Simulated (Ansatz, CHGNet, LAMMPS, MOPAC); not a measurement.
# Ladder of methods for the lattice parameter a of zinc-blende HgS (metastable phase)

Reference value: 5.841 Å (measured, 295 K, no zero-point or thermal correction; as tabulated in Cardona et al. (2009), arXiv:0908.2634).

```
level (code)                                     value (Å)  difference (%)
-----------------------------------------------  ---------  --------------
Stillinger–Weber CdTeZnSeHgS0.sw (LAMMPS)            5.858           +0.29
PM7 semi-empirical Hartree-Fock (MOPAC) (MOPAC)      5.686           -2.65
CHGNet 0.3.0 (CHGNet)                                6.000           +2.72
LDA (Ansatz)                                         5.812           -0.50
PBE (Ansatz)                                         5.991           +2.57
PBE-D3(BJ) (Ansatz)                                  5.914           +1.25
HSE06 (Ansatz)                                       5.923           +1.40
```

Leaving aside Stillinger–Weber CdTeZnSeHgS0.sw, which can be fitted to such values or carry a doubt: The reference is not for a static lattice or low temperature, so close values are not ranked against it. Off by more than 1.25 % (a bound picked here): PM7 semi-empirical Hartree-Fock (MOPAC) (-2.65 %), CHGNet 0.3.0 (+2.72 %), PBE (+2.57 %), HSE06 (+1.40 %).

The measured value isn't corrected to a static lattice, so vibrations enter the comparison. A static lattice is as a rule a little smaller than the measured one.  Density-functional levels without +SOC have no spin–orbit coupling. Stillinger–Weber CdTeZnSeHgS0.sw: the potential file covers more elements than this solid holds. PM7 semi-empirical Hartree-Fock (MOPAC): the method was fitted mainly to molecules. PM7 semi-empirical Hartree-Fock (MOPAC): the run uses a supercell at the zone centre in place of a k mesh. Cutoffs and k meshes differ between the levels. Ansatz's density-functional and Hartree–Fock values are scalar-relativistic unless marked +SOC, with PAW data made under PBE.

Empirical potentials (Stillinger–Weber CdTeZnSeHgS0.sw) are fitted to chosen data, which need not cover the solid at hand: agreement can be built in, and what lay outside the fit can be far off. Machine-learned potentials (CHGNet 0.3.0) are trained on DFT data, which may include these solids.

Differences are worked out from the printed values.

Ansatz is a quantum-chemistry and plane-wave program.
